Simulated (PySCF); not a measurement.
# SiNH4 (SMILES [NH][SiH3]): U-wB97X-V/STO-3G

What is the vertical ionisation energy of SiNH4 at U-wB97X-V/STO-3G? Input form: a Python script.

The calculation is run with PySCF 2.14.0.

7 further runs of the same task are left out: 7 set aside as unsound or not needed.

### Step 1. Starting point

The species is SiNH4 (6 atoms), meant as a doublet with charge 0. As SMILES, `[NH][SiH3]`. The shape is that of a PBE0-D4/def2-TZVP optimisation.

Bond lengths: N1–Si2 1.753 Å, N1–H3 1.023 Å, Si2–H4 1.491 Å, Si2–H5 1.491 Å, Si2–H6 1.481 Å. Angles: N1–Si2–H4 110.8°, N1–Si2–H5 109.1°, N1–Si2–H6 109.3°, Si2–N1–H3 111.9°, H4–Si2–H5 108.6°, H4–Si2–H6 109.5°, H5–Si2–H6 109.5°.

### Step 2. A single-point energy at U-wB97X-V/STO-3G

Input file run.py:

```python
from pyscf import gto, dft

mol = gto.Mole()
mol.atom = '''
N    0.592100  -0.835200   0.909500
Si  -0.203700   0.347600  -0.110000
H    0.922800  -1.640700   0.372700
H   -1.310600  -0.282300  -0.885500
H    0.789500   0.911800  -1.068900
H   -0.748100   1.434800   0.736200
'''
mol.verbose = 3
mol.basis = 'sto-3g'
mol.spin = 1
mol.charge = 0
mol.max_memory = 1860
mol.build()

ks = dft.UKS(mol, xc='wb97x-v')
ks.grids.level = 5
ks.nlcgrids.level = 1
ks.conv_tol = 1e-10
ks.kernel()
if not ks.converged:
    ks = ks.newton().run(ks.mo_coeff, ks.mo_occ)

e_tot = ks.e_tot
print('E(%s) = %.9f' % ('WB97X-V', e_tot))
```

Launch:

```console
$ OMP_NUM_THREADS=1 python run.py
```

The program printed:

```text
WARN: HOMO -0.225026925467677 >= LUMO -0.225026925467676

converged SCF energy = -342.42733592754  <S^2> = 0.7526661  2S+1 = 2.0026643
E(WB97X-V) = -342.427335928
```

It took 27 s on 1 thread of Arm Neoverse V1, shared host; peak memory 0.2 GiB.

### Step 3. The singlet cation

Input file calc.py:

```python
from pyscf import gto, dft

mol = gto.Mole()
mol.atom = '''
N    0.592100  -0.835200   0.909500
Si  -0.203700   0.347600  -0.110000
H    0.922800  -1.640700   0.372700
H   -1.310600  -0.282300  -0.885500
H    0.789500   0.911800  -1.068900
H   -0.748100   1.434800   0.736200
'''
mol.charge = 1
mol.verbose = 3
mol.basis = 'sto-3g'
mol.max_memory = 1860
mol.build()

ks = dft.RKS(mol)
ks.xc = 'wb97x-v'
ks.grids.level = 5
ks.conv_tol = 1e-10
ks.nlcgrids.level = 1
ks.kernel()
if not ks.converged:
    ks = ks.newton().run(ks.mo_coeff, ks.mo_occ)

e_tot = ks.e_tot
print('E = %.10f Eh' % e_tot)
```

Launch:

```console
$ OMP_NUM_THREADS=1 python calc.py
```

The program printed:

```text
converged SCF energy = -342.091653616316
E = -342.0916536163 Eh
```

Run time: 25 s. Hardware: 1 thread of Arm Neoverse V1, shared host; peak memory 0.19 GiB.

### Step 4. What came out

Level: U-wB97X-V/STO-3G.

| quantity | value |
| --- | --- |
| doublet SiNH4: total energy | -342.42734 Eh |
| doublet SiNH4: dipole moment | 1.53 D |
| doublet SiNH4: HOMO energy (highest over α and β) | -6.73 eV |
| doublet SiNH4: LUMO energy (lowest over α and β) | 3.64 eV |
| doublet SiNH4: ⟨S²⟩ | 0.753 |
| singlet cation: total energy | -342.09165 Eh |
| singlet cation: HOMO energy | -17.23 eV |
| singlet cation: LUMO energy | -9.76 eV |
| singlet cation: HOMO–LUMO gap | 7.47 eV |
| vertical ionisation energy (to the singlet cation) | 9.134 eV |

The vertical ionisation energy comes to 9.13 eV (881 kJ/mol). Only the singlet of the ionised species was computed; a triplet could lie lower. In a minimal basis such a difference can be off by several eV, whatever the method. Mulliken charges (doublet SiNH4) run from -0.39 on N1 to +0.64 on Si2. Mulliken charges (singlet cation) run from -0.04 on N1 to +0.69 on Si2; they depend strongly on the basis.
